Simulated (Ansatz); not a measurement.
System: SiH₄, charge -1, multiplicity 2. 
Structure (B3LYP-D3(BJ)/def2-TZVP (Ansatz, an electronic-structure program) minimum search):
```
Si
H 1 1.5191
H 1 1.5191 2 104.08
H 1 1.6296 2 94.09 3 95.26
H 1 1.6296 2 94.09 4 169.48
```
Charge -1, spin multiplicity 2.

Parts of the frozen-core correlation energy in cc-pV(D+d)Z (Ansatz, hartree). Frozen orbitals: 5; correlated occupied orbitals by spin: 5 and 4; virtual: 33 and 34. Open shells are spin-unrestricted. No spin-orbit coupling. Non-relativistic.

```json
[
 {"term": "reference (HF)", "value": "-291.15941"},
 {"term": "MP2 opposite-spin", "value": "-0.11052"},
 {"term": "MP2 same-spin", "value": "?"},
 {"term": "CCSD correlation", "value": "?"},
 {"term": "(T)", "value": "?"},
 {"term": "CCSDT minus CCSD(T)", "value": "-0.00078"},
 {"term": "CCSDT(Q) minus CCSD(T)", "value": "-0.00087"},
 {"term": "T1 diagnostic", "value": "0.014"},
 {"term": "largest doubles amplitude", "value": "0.037"},
 {"term": "<S^2> of the reference", "value": "0.766"}
]
```

Question: Fill in the missing entries.

Answer: 
- MP2 same-spin, value: -0.01641
- CCSD correlation, value: -0.16038
- (T), value: -0.00319
